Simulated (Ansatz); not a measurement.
BH2S (`[BH]S`) radical, 4 atoms. Charge 0, multiplicity 2. Hardware: A = 2 threads of an AMD EPYC 7R13 on a shared host; B = 2 threads of an AMD EPYC 7R13 on a shared host and a share of an NVIDIA H100 80 GB. Correlated methods freeze the cores. Open-shell runs search over several starts.

How many basis functions does each run have, and how long does it take in Ansatz? UHF-CCSD(T)/def2-SVP energy [A]; UKS PBE0-D4/def2-TZVP frequencies [A]; UKS BHLYP-D4/def2-TZVPP energy [A]; UKS PBE0-D4/def2-QZVPP energy [A]; UKS PBE0-D4/def2-TZVP relaxation (4 steps) [A]; UKS PBE0-D4/def2-SVP energy [A]; direct RPA on PBE orbitals/def2-TZVPP energy [A]; UKS ωB97M-V/def2-SVP energy [A]; UHF-CCSD(T)/cc-pV(Q+d)Z energy [B]; UKS ωB97X-V/def2-TZVPP energy [A]; UKS ωB97M-V/def2-QZVPP energy [A]; UHF-CCSD(T)/def2-QZVPP energy [B]. (An estimate is asked.)

Computed: Other jobs shared the machine, so times are rough.

```tsv
level	job	functions	wall time	peak host memory (GiB)
UHF-CCSD(T)/def2-SVP	energy [A]	42	0.4 s	0.41
UKS PBE0-D4/def2-SVP	energy [A]	42	0.61 s	0.41
UKS BHLYP-D4/def2-TZVPP	energy [A]	101	1.1 s	0.41
direct RPA on PBE orbitals/def2-TZVPP	energy [A]	101	1.2 s	0.41
UKS ωB97M-V/def2-SVP	energy [A]	42	1.8 s	0.41
UKS PBE0-D4/def2-QZVPP	energy [A]	187	2.4 s	0.41
UKS ωB97X-V/def2-TZVPP	energy [A]	101	2.5 s	0.41
UHF-CCSD(T)/cc-pV(Q+d)Z	energy [B]	179	3.1 s	0.82
UKS PBE0-D4/def2-TZVP	relaxation (4 steps) [A]	80	4.8 s	0.41
UKS ωB97M-V/def2-QZVPP	energy [A]	187	6 s	0.47
UHF-CCSD(T)/def2-QZVPP	energy [B]	187	9.5 s	0.81
UKS PBE0-D4/def2-TZVP	frequencies [A]	80	16 s	0.41
```
